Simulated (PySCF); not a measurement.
A species of formula C4H4FN has this rotational fingerprint, computed with PBE0/def2-SVPD in PySCF (dipole) on a GFN2-xTB geometry, gas phase:

```
Rotational constants : A = 9051, B = 3583, C = 2567 MHz
Dipole components    : |μa| = 0.76 D, |μb| = 1.67 D, |μc| = 0.00 D
Inertial defect      : 0.00 u·Å²
κ                    : -0.69
```

Question: Which structure is it? (One computed conformer of each.)
A. `C/C(F)=C\C#N`
B. `[N:1]#[C:2][CH2:3]/[CH:4]=[CH:5]/[F:6]` with C2–C3–C4–C5 -118°
C. `Fc1ccc[nH]1`
D. `F/C=C(/C)C#N`
E. `[F:1]/[CH:2]=[CH:3]\[C@H:4]1[CH:5]=[N:6]1` with C2–C3–C4–C5 152°

Answer: C. It is Fc1ccc[nH]1, an asymmetric top, point group Cs. The candidates at the same level (rigid rotor, commonest isotopes):

```tsv
SMILES	A (MHz)	B (MHz)	C (MHz)	μa (D)	μb (D)	μc (D)	Δ (u·Å²)	point group	rotor
C/C(F)=C\C#N	8909	2211	1791	3.06	0.36	0.00	-3.12	Cs	asymmetric top
C/C(C#N)=C/F	4489	3406	1960	1.60	4.48	0.00	-3.12	Cs	asymmetric top
Fc1ccc[nH]1	9051	3583	2567	0.76	1.67	0.00	0.00	Cs	asymmetric top
N#CC/C=C/F	13401	1512	1428	1.86	3.10	0.25	-18.03	C1	near-prolate asymmetric top
F/C=C\[C@H]1C=N1	12723	1963	1855	0.30	0.93	2.17	-24.77	C1	near-prolate asymmetric top
```

`N#CC/C=C/F` has B 58 % too low; `F/C=C\[C@H]1C=N1` has B 45 % too low; `C/C(F)=C\C#N` has B 38 % too low; `C/C(C#N)=C/F` has A 50 % too low. In the right answer the mirror of this Cs structure is the ab plane, so μc vanishes by symmetry. No structure here is proved a minimum.
